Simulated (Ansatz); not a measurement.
Energy needed to pull apart CH$_{3}$BSi (SMILES B1C=[SiH]1), singlet, into free ground-state atoms, from the structure below (displaced at random from a GFN2-xTB minimum); no zero-point or spin–orbit terms; open-shell atoms are treated unrestricted, in their ground-state multiplicity.

```xyz
6
angstrom
B -0.8168 -0.5983 -0.5206
C 0.4642 0.2216 -0.7371
Si 0.0191 0.1731 1.0530
H -1.6602 -1.2023 -0.8087
H 1.2680 0.5541 -1.2818
H 0.6416 0.9751 2.1762
```

Program: Ansatz 0.2.0. Basis: def2-TZVPP. Cores are frozen in the correlated methods.

```csv
method,atomization energy (eV)
PBE-D4,?
BLYP-D4,21.11
r2SCAN-D4,21.36
PBE0-D4,21.26
wB97X-V,21.05
wB97M-V,21.17
HF,15.18
MP2,?
CCSD,19.96
CCSD(T),20.44
```

(1) What does PBE-D4 give? (Judge from chemistry; the value comes from the calculation.)

(2) What does MP2 give? (To be estimated.)

No T1 diagnostic of these runs exceeds 0.016.

## Answers

(1) Computed: 21.69 eV, which is about 1.26 eV more than CCSD(T)/def2-TZVPP.

(2) The calculation gives: 20.87 eV, which is about 0.44 eV more than CCSD(T)/def2-TZVPP.

In triple zeta the MP2 and coupled-cluster atomization energies are still short of their basis limit by a few kcal/mol a bond, whereas those of the functionals are nearly converged, so these differences are not deviations from converged CCSD(T).

For scale, one of the runs: CCSD(T)/def2-TZVPP forces, 146 basis functions (an equivalent command: `ansatz run in.yaml --threads 4`). Time: 23 s of wall clock on 4 CPU threads; the host was shared. Peak host memory: 1.6 GiB.
